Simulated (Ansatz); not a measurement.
**[NO2]− (nitrite) at 6 levels**

Wanted: a comparison of 6 runs (CAM-B3LYP/STO-3G, UB3LYP/STO-3G, r2SCAN/STO-3G, r2SCAN0/STO-3G, CCSD/STO-3G, FCI/STO-3G) of [NO2]− (nitrite). 

The results are computed with Ansatz 0.2.0.

13 further runs of the same task are left out: 11 that didn't finish, 2 set aside as unsound or not needed.

### 1 The molecule

[NO2]−: 3 atoms, total charge -1, spin state singlet. SMILES: `O=N[O-]`. The O3–N2 distance was set to 2.491 Å, away from the relaxed value. At this shape a bond of the SMILES string is far longer than usual.

Bond lengths: O1–N2 1.245 Å.

### 2 The energy at CAM-B3LYP/STO-3G (run 1)

Input file molecule.yaml:

```yaml
crystal:
  periodic: [false, false, false]
  atoms:
    - {symbol: O, position_ang: [1.297151, 1.494495, 0.879202]}
    - {symbol: "N", position_ang: [1.300061, 0.256445, 0.743572]}
    - {symbol: O, position_ang: [-0.648590, -0.747260, -0.439610]}
basis:
  gaussian: {orbitals: STO-3G}
total_charge: -1
hamiltonian: {xc: {name: CAM-B3LYP}}
accuracy: high
```

Started as:

```
$ ansatz run molecule.yaml --threads 1 --pin off --max-ram 3480MiB --events-out events.jsonl --progress --plain --runs-dir runs
```

What it wrote:

```text
Warning: RAYON_NUM_THREADS=1 ignored (pool sized by the plan → 1); use --threads N
Functional definition: CAM-B3LYP
  name "CAM-B3LYP"
  parameter alpha = 0.19
  parameter beta = 0.46
  parameter omega = 0.33/bohr
  parameter ac = 0.81
  exchange = (1 - alpha - beta)*b88_x + beta*b88_x_sr(omega) + alpha*exact_x + beta*exact_x_lr(omega)
  correlation = (1 - ac)*vwn5_c + ac*lyp_c
239 factors; integrals over basis functions are off by at most 2.9e-8 eV
132 factors; integrals over basis functions are off by at most 4.7e-10 eV
mean field evaluation 1: about -5462.1357 eV, gradient 3.6e1 eV
mean field evaluation 2: about -5200.8219 eV, gradient 3.0e1 eV
mean field evaluation 4: about -5463.6279 eV, gradient 2.6e1 eV
mean field evaluation 8: about -5484.5282 eV, gradient 4.0e1 eV
mean field evaluation 16: about -5492.1162 eV, gradient 8.8e-6 eV
mean field evaluation 32: about -5490.7970 eV, gradient 7.6e0 eV
mean field -5492.11622711 eV, -201.8315486562 hartree, gradient 3.1e-8 eV, S^2 0.000000; 4 other end points of the search recorded, 0 dependent functions left out
reference -5492.11623592 eV, -201.8315489801 hartree; 12, 12 occupied and 3, 3 virtual orbitals, 239 factors
Total energy: -5492.11623592 eV, -201.8315489801 hartree
```

It took 1.1 s on 1 thread of Arm Neoverse V1, shared host.

### 3 A single-point energy at UB3LYP/STO-3G (run 2)

Input file in.yaml:

```yaml
crystal:
  periodic: [false, false, false]
  atoms:
    - symbol: O
      position_ang: [1.297151, 1.494495, 0.879202]
    - symbol: "N"
      position_ang: [1.300061, 0.256445, 0.743572]
    - symbol: O
      position_ang: [-0.648590, -0.747260, -0.439610]
basis:
  gaussian:
    orbitals: STO-3G
total_charge: -1
magnetization:
  spin_polarized: true
  initial_magnetization: 0
hamiltonian:
  xc: {name: B3LYP}
accuracy: high
```

Started as:

```
$ ansatz run in.yaml --threads 1 --pin off --max-ram 3480MiB --events-out events.jsonl --progress --plain --runs-dir runs
```

What it wrote (excerpt; [...] marks lines left out):

```text
Warning: RAYON_NUM_THREADS=1 ignored (pool sized by the plan → 1); use --threads N
Functional definition: B3LYP
  name "B3LYP"
[...]
239 factors; integrals over basis functions are off by at most 2.9e-8 eV
[...]
mean field -5497.66288836 eV, -202.0353846976 hartree, gradient 2.0e-8 eV, S^2 1.548977; 6 other end points of the search recorded, 0 dependent functions left out
reference -5497.66290673 eV, -202.0353853724 hartree; 12, 12 occupied and 3, 3 virtual orbitals, 239 factors
Total energy: -5497.66290673 eV, -202.0353853724 hartree
```

It took 12 s on 1 thread of Arm Neoverse V1, shared host; peak memory 0.11 GiB.

Run 3 isn't shown in full; the table further down has it.

### 4 The energy at r2SCAN0/STO-3G (run 4)

Input file input.yaml:

```yaml
crystal:
  periodic: [false, false, false]
  atoms:
    - {symbol: O, position_ang: [1.297151, 1.494495, 0.879202]}
    - {symbol: N, position_ang: [1.300061, 0.256445, 0.743572]}
    - {symbol: O, position_ang: [-0.648590, -0.747260, -0.439610]}
basis:
  gaussian:
    orbitals: STO-3G
total_charge: -1
hamiltonian:
  xc: {name: r2SCAN0}
accuracy: high
```

Started as:

```
$ ansatz run input.yaml --threads 1 --pin off --max-ram 3480MiB --events-out events.jsonl --progress --plain --runs-dir runs
```

What it wrote:

```text
Warning: RAYON_NUM_THREADS=1 ignored (pool sized by the plan → 1); use --threads N
Functional definition: r2SCAN0
  name "r2SCAN0"
  parameter a = 0.25
  parameter k0 = 0.174
  parameter k1 = 0.065
  parameter a1 = 4.9479
  exchange = (1 - a)*r2scan_x(k0 = k0, k1 = k1, a1 = a1) + a*exact_x
  correlation = r2scan_c
239 factors; integrals over basis functions are off by at most 2.9e-8 eV
mean field evaluation 1: about -5462.2155 eV, gradient 3.9e1 eV
mean field evaluation 2: about -5201.3591 eV, gradient 2.6e1 eV
mean field evaluation 4: about -5462.5730 eV, gradient 1.6e1 eV
mean field evaluation 8: about -5201.5986 eV, gradient 2.9e1 eV
mean field evaluation 16: about -5492.3635 eV, gradient 1.4e-1 eV
mean field evaluation 32: about -5489.6658 eV, gradient 2.8e1 eV
mean field -5492.34011893 eV, -201.8397765287 hartree, gradient 7.7e-8 eV, S^2 0.000000; 4 other end points of the search recorded, 0 dependent functions left out
reference -5492.34011903 eV, -201.8397765324 hartree; 12, 12 occupied and 3, 3 virtual orbitals, 239 factors
Total energy: -5492.34011903 eV, -201.8397765324 hartree
```

Run time: 2.7 s. Hardware: 1 thread of Arm Neoverse V1, shared host; peak memory 0.11 GiB.

Run 5 isn't shown in full; the table further down has it.

### 5 The energy at FCI/STO-3G (run 6)

Input file in.yaml:

```yaml
crystal:
  periodic: [false, false, false]
  atoms:
    - {symbol: O, position_ang: [1.297151, 1.494495, 0.879202]}
    - {symbol: "N", position_ang: [1.300061, 0.256445, 0.743572]}
    - {symbol: O, position_ang: [-0.648590, -0.747260, -0.439610]}
basis:
  gaussian: {orbitals: STO-3G}
total_charge: -1
correlation: {method: fci, frozen_orbitals: {"N": 1, O: 1}}
accuracy: high
```

Started as:

```
$ ansatz run in.yaml --threads 1 --pin off --max-ram 3480MiB --events-out events.jsonl --progress --plain --runs-dir runs
```

What it wrote (excerpt; [...] marks lines left out):

```text
Warning: RAYON_NUM_THREADS=1 ignored (pool sized by the plan → 1); use --threads N
Functional definition: HF
  name "HF"
[...]
239 factors; integrals over basis functions are off by at most 2.9e-8 eV
[...]
mean field -5468.38546793 eV, -200.9594593418 hartree, gradient 2.8e-8 eV, S^2 0.000000; 16 other end points of the search recorded, 0 dependent functions left out; unrestricted orbitals would lower it
[...]
determinant -5468.38546793 eV, -200.9594593418 hartree, with singles and doubles -5472.88436083 eV, -201.1247906064 hartree
determinant -5467.53389515 eV, -200.9281646192 hartree, with singles and doubles -5471.22556151 eV, -201.0638308555 hartree
determinant -5467.17641087 eV, -200.9150273141 hartree, with singles and doubles -5469.80295543 eV, -201.0115510466 hartree
unrestricted determinant -5471.50278636 eV, -201.0740186810 hartree, S^2 1.9101
3 core orbitals not correlated: weight in the atoms' cores, before any rotation towards them, 1.000 or more for the frozen orbitals, at most 0.000 for the correlated occupied ones
reference -5468.38546793 eV, -200.9594593418 hartree; 9, 9 occupied and 3, 3 virtual orbitals, 239 factors
state -5475.82407369 eV, -201.2328230613 hartree
Total energy: -5475.82407369 eV, -201.2328230613 hartree
```

Run time: 1 s. Hardware: 1 thread of Arm Neoverse V1, shared host.

### 6 Overview of the runs

```csv
run,level,frozen core orbitals,energy (Eh),wall time
1,CAM-B3LYP/STO-3G,–,-201.831549,1.1 s
2,UB3LYP/STO-3G,–,-202.035385,12 s
3,r2SCAN/STO-3G,–,-201.912854,7.5 s
4,r2SCAN0/STO-3G,–,-201.839777,2.7 s
5,CCSD/STO-3G,3,-201.124767,0.53 s
6,FCI/STO-3G,3,-201.232823,1 s
```

### 7 Results

| quantity | value |
| --- | --- |
| run 6: total energy | -201.23282 Eh |
| run 6: correlation energy (3 core orbitals frozen) | -273.4 mEh |

**Reading.** Against full CI in this basis: CCSD +108.1 mEh. Totals of different functionals can't be ranked against each other. In run 5 the T1 diagnostic is large, so a single reference may not serve. In run 5 the log says that unrestricted orbitals would lower the reference, so the values rest on an unstable closed-shell determinant (other closed-shell runs at this shape may share the fault). In runs 1, 2, 3, 4, 5, 6 the basis is minimal, so the values are rough. Spin contamination of the reference: run 2 ⟨S²⟩ = 1.55. Where it is this large, the reference is a mixture of spin states, and values that rest on it are in doubt. All runs together took 25 s, the longest 12 s.
